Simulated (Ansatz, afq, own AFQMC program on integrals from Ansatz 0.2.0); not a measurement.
## CH$_{3}$O, doublet: AFQMC among the cluster methods

```xyz
5

O     0.0000    0.0019    0.5590
C     0.0000    0.0085   -0.5160
H     0.8686   -0.5703   -0.8767
H     0.0000    1.0080   -0.9714
H    -0.8686   -0.5703   -0.8767
```

Connectivity, by distances: O–CH3.

Basis cc-pVDZ. Noble-gas cores (and the filled d shells of Ga–Kr and In–Xe) are frozen. Integrals, coupled cluster, full CI and functionals: Ansatz 0.2.0; the random walks run on the same integrals in our own AFQMC program. The CISD trial takes its coefficients from CCSD amplitudes. Released means that phaseless walkers are propagated on without the constraint, phases kept. ± is one standard error of the sampling.

Determinant: UHF, the one that the program's search chose, which needn't be the lowest solution. The geometry is a point of a scan.

No full CI on the walks' own integrals is used here. The released AFQMC energy serves as the reference, which it does only where one determinant dominates, the energy is flat over the last release times and near the phaseless one (40 meV or 2 meV an electron, half that with transition metals). On small molecules, where full CI could be run and the noise was under 10 meV, such values lay within 10 meV of it in 19 cases of 20, a flattering rate, since the rule was set on those same cases; what remains of the bias isn't in the error bar.

Cautions: the released value is read at 2.40 1/Eh with a noise of 21 meV, more than in the cases checked (meV from the phaseless value at times in 1/Eh: -20 ± 14 at 0.24, -5 ± 11 at 0.51, 13 ± 17 at 0.99, 3 ± 17 at 1.62, 4 ± 21 at 2.40).

```
T1 diagnostic                               : 0.0186
weight of the determinant in the CISD state : 0.899
⟨S²⟩ of the determinant                     : 0.770
size of the correlated space                : 13 electrons in 41 orbitals
```

Reference: AFQMC with the constraint released, correlation energy -8.902 ± 0.021 eV.

```json
{"level": "HF", "E − E(reference) (kJ/mol)": "858.9 ± 2.0", "share of correlation (%)": "0.00"}
{"level": "MP2", "E − E(reference) (kJ/mol)": "95.2 ± 2.0", "share of correlation (%)": "88.91"}
{"level": "CCSD", "E − E(reference) (kJ/mol)": "19.7 ± 2.0", "share of correlation (%)": "97.71"}
{"level": "CCSD(T)", "E − E(reference) (kJ/mol)": "1.6 ± 2.0", "share of correlation (%)": "99.81"}
{"level": "ph-AFQMC/HF", "E − E(reference) (kJ/mol)": "-8.5 ± 6.3", "share of correlation (%)": "100.99"}
{"level": "ph-AFQMC/CISD", "E − E(reference) (kJ/mol)": "-0.4 ± 2.3", "share of correlation (%)": "100.05"}
```

A walk keeps the symmetry of its determinant, which the program's search chose and which needn't be the lowest solution, so a lower state of the same spin and another symmetry isn't excluded. Released energies are given only where the last usable release times agree within the noise; a slower fall can still hide under it.
